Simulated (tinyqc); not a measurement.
Worked calculation: CIS and TDHF on RHF in the sto-6g basis, for H2O, spin multiplicity 1. One step of it, computed by the program tinyqc.

Task: CIS matrix, singlets. A(ia,jb) = (e_a - e_i) d_ij d_ab + 2 (ia|jb) - (ij|ab).

orbital energies (hartree): MO1 -20.535548, MO2 -1.206839, MO3 -0.526696, MO4 -0.443582, MO5 -0.396011, MO6 0.440933, MO7 0.527887

Two-electron integrals over orbitals (pq|rs), unique and non-zero (hartree):
```
(11|11) 4.763835    (21|11) -0.442966   (21|21) 0.066398    (22|11) 1.041445
(22|21) -0.016904   (22|22) 0.728986    (31|31) 0.011097    (32|31) 0.016840
(32|32) 0.126666    (33|11) 0.760963    (33|21) -0.004576   (33|22) 0.612428
(33|33) 0.587961    (41|11) 0.166085    (41|21) -0.023358   (41|22) 0.011961
(41|33) 0.005065    (41|41) 0.024307    (42|11) -0.156499   (42|21) 0.008363
(42|22) -0.030842   (42|33) 0.002309    (42|41) 0.017700    (42|42) 0.130052
(43|31) -0.002543   (43|32) 0.027659    (43|43) 0.058524    (44|11) 0.916229
(44|21) -0.010529   (44|22) 0.655804    (44|33) 0.560533    (44|41) -0.008141
(44|42) -0.088270   (44|44) 0.680443    (51|51) 0.026642    (52|51) 0.033355
(52|52) 0.152586    (53|53) 0.026310    (54|51) -0.011534   (54|52) -0.043227
(54|54) 0.046269    (55|11) 1.117103    (55|21) -0.011672   (55|22) 0.759655
(55|33) 0.599175    (55|41) 0.004130    (55|42) -0.082445   (55|44) 0.678740
(55|55) 0.880663    (61|11) -0.193607   (61|21) 0.030843    (61|22) -0.002613
(61|33) 0.000821    (61|41) 0.003232    (61|42) 0.021201    (61|44) -0.014725
(61|55) -0.004771   (61|61) 0.026678    (62|11) 0.262211    (62|21) -0.006516
(62|22) 0.129388    (62|33) 0.066268    (62|41) 0.018632    (62|42) 0.035668
(62|44) 0.056992    (62|55) 0.136526    (62|61) 0.010995    (62|62) 0.094327
(63|31) 0.002657    (63|32) -0.033415   (63|43) -0.038993   (63|63) 0.073317
(64|11) 0.281613    (64|21) -0.003353   (64|22) 0.136629    (64|33) 0.051464
(64|41) 0.000318    (64|42) -0.054912   (64|44) 0.132293    (64|55) 0.158467
(64|61) -0.002153   (64|62) 0.057691    (64|64) 0.106618    (65|51) 0.012290
(65|52) 0.048536    (65|54) 0.007494    (65|65) 0.033397    (66|11) 0.788298
(66|21) -0.007738   (66|22) 0.593596    (66|33) 0.546190    (66|41) 0.016892
(66|42) 0.043604    (66|44) 0.545390    (66|55) 0.578705    (66|61) 0.008844
(66|62) 0.092780    (66|64) 0.056325    (66|66) 0.581173    (71|31) 0.014565
(71|32) 0.021161    (71|43) -0.003423   (71|63) 0.003115    (71|71) 0.019137
(72|31) 0.015028    (72|32) 0.057476    (72|43) -0.029865   (72|63) 0.028615
(72|71) 0.018981    (72|72) 0.068869    (73|11) 0.373157    (73|21) -0.006662
(73|22) 0.170734    (73|33) 0.089746    (73|41) -0.000389   (73|42) -0.079180
(73|44) 0.135208    (73|55) 0.205344    (73|61) -0.005271   (73|62) 0.065375
(73|64) 0.108268    (73|66) 0.046659    (73|73) 0.163329    (74|31) -0.007985
(74|32) -0.071257   (74|43) -0.018097   (74|63) 0.056493    (74|71) -0.010415
(74|72) -0.016401   (74|74) 0.072545    (75|53) 0.023866    (75|75) 0.024649
(76|31) 0.007223    (76|32) 0.081197    (76|43) 0.065402    (76|63) -0.064761
(76|71) 0.009164    (76|72) -0.003839   (76|74) -0.062235   (76|76) 0.111774
(77|11) 0.823077    (77|21) -0.008202   (77|22) 0.602741    (77|33) 0.576106
(77|41) 0.003473    (77|42) -0.017018   (77|44) 0.568327    (77|55) 0.600751
(77|61) -0.002943   (77|62) 0.058977    (77|64) 0.050841    (77|66) 0.547253
(77|73) 0.091223    (77|77) 0.587408
```

Give: CIS matrix A, singlet.

Result:

CIS matrix A, singlet (hartree), lower triangle:
```
         1>6      1>7     2>6      2>7     3>6     3>7     4>6     4>7
1>6  20.2415
1>7   0.0000  20.2786
2>6   0.0297   0.0000  1.2428
2>7   0.0000   0.0462  0.0000   1.2697
3>6   0.0000  -0.0010  0.0000  -0.0240  0.5681
3>7  -0.0178   0.0000  0.0496   0.0000  0.0000  0.8051
4>6  -0.0212   0.0000  0.0718   0.0000  0.0000  0.1511  0.5524
4>7   0.0000  -0.0243  0.0000  -0.0158  0.0476  0.0000  0.0000  0.5482
5>6   0.0000   0.0000  0.0000   0.0000  0.0000  0.0000  0.0000  0.0000
5>7   0.0000   0.0000  0.0000   0.0000  0.0000  0.0000  0.0000  0.0000

        5>6     5>7
5>6  0.3250
5>7  0.0000  0.3724
```
